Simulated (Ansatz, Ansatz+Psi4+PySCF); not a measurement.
```xyz
4

O     0.0000    0.0000    0.6968
C     0.0000    0.0000   -0.5233
H     0.0000    0.9767   -1.1375
H     0.0000   -0.9767   -1.1375
```

Basis set: cc-pVTZ (spherical functions). Left uncorrelated: 2 orbitals. Charge 0, multiplicity 1.

Computed with Ansatz (development build ahead of 0.2.0); each method stands on the lowest determinant of its kind that the runs found. Restricted open shells among the atoms or ions are ROHF, correlated in semicanonical orbitals with singles.

Give the atomization energy at this shape (free ground-state atoms in the same class of orbitals less the molecule, no zero-point energy) of singlet CH₂O by RHF-CCSD(T), RHF-MP2, RHF.

```csv
method,atomization energy
RHF-CCSD(T),15.70 eV
RHF-MP2,16.08 eV
RHF,11.25 eV
```
